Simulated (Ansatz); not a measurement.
# P₂ (triplet): PBE0, B3LYP over a scan of the distance P1–P2, 6-31G

How well do these functionals follow the top wave-function level for P₂ (triplet) over a scan of the distance P1–P2?

Program: Ansatz 0.2.0, Gaussian basis. Level of theory: 6-31G, all electrons in the functionals. These are calculated values, not measurements.

The runs, in order: PBE0, B3LYP, at 1.614 Å; 1.867 Å; 2.056 Å; 2.302 Å; 2.470 Å; 2.891 Å; 3.314 Å; 3.712 Å; 4.598 Å; 5.496 Å; 7.138 Å.

33 further runs of the same task are left out: 10 for a known fault of the program, 23 that didn't finish.

### Step 1. The system

The geometry derives from a PBE0/def2-TZVP stationary point (not a proven minimum). One bond is set to the value named and the two fragments are kept rigid.

2 atoms, charge 0, spin multiplicity 3.

Atoms are counted from 1 here; the program's logs count them from 0.

Bond lengths: P1–P2 2.056 Å.

As a file:

```
atom   x (Å)   y (Å)   z (Å)
  P1  0.0000  0.0000  0.0000
  P2  0.0000  0.0000  2.0558
```

No dispersion term is added. B3LYP takes the VWN-RPA correlation.

The geometry shown and the zero of energy belong to the point 2.056 Å. The yardstick, FCI, and other wave-function levels (R restricted, U unrestricted, valence and pair active spaces) come from earlier runs.

### Step 2. PBE0, 1.614 Å

File in.yaml:

```yaml
crystal:
  periodic: [false, false, false]
  atoms:
    - {symbol: P, position_ang: [0.000000, 0.000000, 0.000000]}
    - {symbol: P, position_ang: [0.000000, 0.000000, 1.614000]}
basis:
  gaussian: {orbitals: 6-31G}
magnetization: {spin_polarized: true, initial_magnetization: 2}
hamiltonian: {xc: {name: PBE0}}
output: {forces: true, orbitals: {seedname: orbitals}}
```

Command:

```bash
$ ansatz run in.yaml --threads 1 --pin off --events-out ev --progress --plain --max-ram 2393MiB
```

Further steps of the session: PBE0, 1.867 Å; PBE0, 2.056 Å; PBE0, 2.302 Å; PBE0, 2.470 Å; PBE0, 2.891 Å; PBE0, 3.314 Å; PBE0, 3.712 Å; PBE0, 4.598 Å; PBE0, 5.496 Å; PBE0, 7.138 Å; B3LYP, 1.614 Å; B3LYP, 1.867 Å; B3LYP, 2.056 Å; B3LYP, 2.302 Å; B3LYP, 2.470 Å; B3LYP, 2.891 Å; B3LYP, 3.314 Å; B3LYP, 3.712 Å; B3LYP, 4.598 Å; B3LYP, 5.496 Å; B3LYP, 7.138 Å.

**Question.** What will the summary of the whole plan be? Wanted: span of the FCI curve; largest miss, PBE0; largest miss, B3LYP.

As calculated:

| quantity | value |
| --- | --- |
| span of the FCI curve | 6.619 eV |
| largest miss, PBE0 | +1.302 eV (7.138 Å) |
| largest miss, B3LYP | +1.347 eV (7.138 Å) |

Of the functionals, PBE0 keep the smallest largest miss at the points compared (at most 1.302 eV) and B3LYP strays most (1.347 eV, at 7.138 Å). PBE0, B3LYP clearly break the spin symmetry at some points (⟨S²⟩ up to 2.00 above the pure value), so energy there is bought with a mixed spin. Functionals and the yardstick converge differently with the basis, so part of each miss in 6-31G is the basis.
